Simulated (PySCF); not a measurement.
**Which functional comes closest?**

Molecule: SMILES CCC1CC1, C$_{5}$H$_{10}$.

Bonds (- single, = double, # triple, : aromatic): C1-C2 1.521 Å, C2-C3 1.508 Å, C3-C4 1.501 Å, C4-C5 1.502 Å, C5-C3 1.499 Å. C1 carries H6, H7, H8; C2 carries H9, H10; C3 carries H11; C4 carries H12, H13; C5 carries H14, H15. H12, H14 are cis to C2 on the ring; H13, H15 are trans to C2 on the ring.

Geometry PBE0-D3(BJ)/def2-SVP throughout; GIAO in PySCF, gas phase, one conformer, non-relativistic; equivalent atoms averaged; basis pcSseg-1.

Reference values (measured; solution, not stated per compound (mostly CDCl3 or CCl4); Pretsch, Buehlmann, Badertscher, Structure Determination of Organic Compounds, 4th ed. (2009)): δ(C3) = 12.8 ppm, δ(C4/C5) = 4.1 ppm. Computed shifts are taken against TMS, calculated as an isolated molecule at each level.

Question: How do the functionals HF, LDA, PBE, BLYP, BP86, OPBE, KT2, KT3, B97-D, B3LYP, PBE0, mPW1PW91, WP04, B97-2, BHandHLYP, CAM-B3LYP, wB97X-D, LC-wPBE perform against the reference? Times are CPU seconds on shared hosts with different chips, so compare them loosely.

Answer: 
```tsv
functional	kind	C3	C4/C5	mean abs. error C	core-s
HF	Hartree–Fock	8.6	2.6	2.9	3.8
LDA	LDA	16.8	6.8	3.4	10
PBE	GGA	16.1	7.1	3.2	12
BLYP	GGA	16.5	7.0	3.3	13
BP86	GGA	16.0	7.1	3.1	12
OPBE	GGA	15.1	7.6	2.9	12
KT2	GGA	14.9	6.1	2.0	12
KT3	GGA	14.9	6.7	2.4	11
B97-D	GGA	15.4	6.9	2.7	12
B3LYP	global hybrid	14.9	6.2	2.1	9.9
PBE0	global hybrid	14.1	6.1	1.6	9.1
mPW1PW91	global hybrid	14.1	6.3	1.7	9.2
WP04	global hybrid	15.7	7.6	3.2	13
B97-2	global hybrid	14.0	6.3	1.7	13
BHandHLYP	global hybrid	12.6	4.9	0.5	14
CAM-B3LYP	range-separated hybrid	14.0	5.7	1.4	16
wB97X-D	range-separated hybrid	13.8	6.2	1.6	14
LC-wPBE	range-separated hybrid	13.1	6.2	1.2	23
```

For $^{13}$C the closest is BHandHLYP (0.5 ppm) and the furthest LDA (3.4 ppm). One molecule is a small sample, and vibrational and solvent effects are absent from the calculation.
